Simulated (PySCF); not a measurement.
**AlC at UHF-SCS-MP2**

Level: UHF-SCS-MP2. Al def2-SVPD, C def2-SVPD; no relativity (PySCF 2.14).

For AlC, the state is ⁴Σ⁻ (quartet), unpaired electrons σ ↑, π ↑↑. The bond length is 1.987 Å. The harmonic wavenumber is 638 cm⁻¹. The force constant is 1.99 mdyn/Å. The rotational constant Be is 0.5141 cm⁻¹. The anharmonicity ωexe is 3.82 cm⁻¹, the vibration–rotation constant αe is 0.00482 cm⁻¹ and the well depth De to Al + C is 70.3 kcal/mol. The dissociation energy D0 is 69.4 kcal/mol.

Correlated steps freeze 6 core orbitals. Correlated levels converge slowly with the basis: in double zeta they bind strong bonds too weakly, by up to about 1 eV, and carry superposition errors of some tenths. The state was picked by a PBE0 search and need not be the measured ground state.
